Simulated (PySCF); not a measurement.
## `C[CH+]/C(=C\C)C`, [C6H11]+, charge +1

Molfile (atoms numbered from 1):
```
C6H11
     RDKit          3D

 17 16  0  0  0  0  0  0  0  0999 V2000
    2.4795   -0.0817    0.0889 C   0  0  0  0  0  0  0  0  0  0  0  0
    1.2880    0.7425    0.0251 C   0  0  0  0  0  0  0  0  0  0  0  0
   -0.0492    0.3687   -0.0129 C   0  0  0  0  0  0  0  0  0  0  0  0
   -1.1033    1.4300   -0.0785 C   0  0  0  0  0  0  0  0  0  0  0  0
   -0.4267   -0.9690    0.0096 C   0  0  0  0  0  0  0  0  0  0  0  0
   -1.8050   -1.4153   -0.0255 C   0  0  0  0  0  0  0  0  0  0  0  0
    2.3127   -1.1533    0.1077 H   0  0  0  0  0  0  0  0  0  0  0  0
    3.1324    0.1774   -0.7520 H   0  0  0  0  0  0  0  0  0  0  0  0
    3.0672    0.2172    0.9640 H   0  0  0  0  0  0  0  0  0  0  0  0
    1.4816    1.8109    0.0045 H   0  0  0  0  0  0  0  0  0  0  0  0
   -1.7087    1.3144   -0.9763 H   0  0  0  0  0  0  0  0  0  0  0  0
   -0.6669    2.4236   -0.0901 H   0  0  0  0  0  0  0  0  0  0  0  0
   -1.7702    1.3619    0.7795 H   0  0  0  0  0  0  0  0  0  0  0  0
    0.3422   -1.7291    0.0565 H   0  0  0  0  0  0  0  0  0  0  0  0
   -2.3094   -1.0193   -0.9146 H   0  0  0  0  0  0  0  0  0  0  0  0
   -1.9022   -2.4961    0.0012 H   0  0  0  0  0  0  0  0  0  0  0  0
   -2.3690   -0.9710    0.8028 H   0  0  0  0  0  0  0  0  0  0  0  0
  1  2  1  0
  2  3  2  0
  3  4  1  0
  3  5  1  0
  5  6  1  0
  1  7  1  0
  1  8  1  0
  1  9  1  0
  2 10  1  0
  4 11  1  0
  4 12  1  0
  4 13  1  0
  5 14  1  0
  6 15  1  0
  6 16  1  0
  6 17  1  0
M  CHG  1   5   1
M  END
```

Method: TDDFT wB97X-D/def2-SVPD excited states, vertical, gas phase (PySCF). Geometry: GFN2-xTB.

Give the one- and two-photon strengths of the lowest singlets.

δ for parallel linear polarisation; σ at the peak of a Lorentzian of half width 0.1 eV, single beam; Ω is circular over linear.
| state | E (eV) | f | photon λ (nm) | δ (au) | σ (GM) | Ω | main |
| --- | --- | --- | --- | --- | --- | --- | --- |
| S1 | 4.50 | 0.350 | 551 | 24.5 | 0.18 | 1.48 | HOMO→LUMO 0.98 |
| S2 | 4.99 | 0.000 | 497 | <0.1 | 0.00 | – | HOMO−1→LUMO 0.95 |
| S3 | 5.47 | 0.002 | 454 | 2.79 | 0.03 | 1.50 | HOMO−2→LUMO 0.73, HOMO−3→LUMO 0.21 |
| S4 | 6.04 | 0.000 | 410 | 0.83 | 0.01 | 1.50 | HOMO−3→LUMO 0.64, HOMO−2→LUMO 0.21 |
| S5 | 6.55 | 0.000 | 378 | 10.5 | 0.17 | 1.50 | HOMO−5→LUMO 0.60, HOMO−6→LUMO 0.23 |

Among these, the strongest one-photon state is S1, the strongest two-photon state S1.
